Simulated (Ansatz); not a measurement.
## Tantalum, bcc: convergence with Gaussian smearing

Computed with Ansatz, PBE, scalar-relativistic PAW, on the relaxed cell (a = 3.321 Å; spin not included). Errors count from a run at 420 eV on a Γ-centred 22×22×22 mesh with Fermi-Dirac smearing of 0.1 eV, extrapolated to zero width. Fixed here: cutoff 420 eV, mesh 13×13×13. The SCF starts from atomic densities corrected by a trained network.

```json
{"width (eV)": "0.01", "E(σ→0) error (meV/atom)": "-0.7", "F error (meV/atom)": "-0.8", "P (GPa)": "0.35", "SCF iterations": "6"}
{"width (eV)": "0.03", "E(σ→0) error (meV/atom)": "-0.8", "F error (meV/atom)": "-1.0", "P (GPa)": "0.35", "SCF iterations": "6"}
{"width (eV)": "0.1", "E(σ→0) error (meV/atom)": "-0.3", "F error (meV/atom)": "-3.9", "P (GPa)": "0.16", "SCF iterations": "6"}
{"width (eV)": "0.2", "E(σ→0) error (meV/atom)": "-0.7", "F error (meV/atom)": "-14.6", "P (GPa)": "-0.01", "SCF iterations": "6"}
{"width (eV)": "0.3", "E(σ→0) error (meV/atom)": "-1.6", "F error (meV/atom)": "-31.6", "P (GPa)": "-0.01", "SCF iterations": "6"}
{"width (eV)": "0.6", "E(σ→0) error (meV/atom)": "-7.7", "F error (meV/atom)": "-117.2", "P (GPa)": "0.64", "SCF iterations": "6"}
{"width (eV)": "1.0", "E(σ→0) error (meV/atom)": "-29.9", "F error (meV/atom)": "-299.3", "P (GPa)": "2.20", "SCF iterations": "6"}
```
